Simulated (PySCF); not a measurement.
# Working out the electron affinity of Cl

Cl⁻ [Ar] (1S) → Cl [Ne] 3s2 3p5 (2P). Calculation: PySCF 2.14, in aug-cc-pVDZ-DK; the spin-free X2C one-electron Hamiltonian (Gaussian nucleus). Frozen: [Ne]. Energies in hartree (1 hartree = 27.21139 eV):

```csv
part,Cl⁻ (lower),Cl (upper)
UHF,-460.970269,-460.880064
CCSD correlation,-0.170672,-0.137141
(T),-0.004127,-0.002287
```

Question: What does Hartree-Fock give?

Answer: (-460.880064) − (-460.970269) = 0.090205 hartree = 2.455 eV.

Question: What do CCSD and CCSD(T) give?

Answer: The CCSD correlation energies differ by 0.033531 hartree = 0.912 eV and the triples by 0.001840 hartree = 0.050 eV, so CCSD gives 3.367 eV and CCSD(T) 3.417 eV.

A first-order spin-orbit estimate adds -0.035 eV to CCSD(T) (valence), giving 3.382 eV against 3.613 eV (measured; photodetachment measurements, as compiled on the Wikipedia data page of electron affinities).

A double-zeta basis recovers only part of the correlation energy.

What remains against the reference includes basis incompleteness, the frozen core and higher excitations.
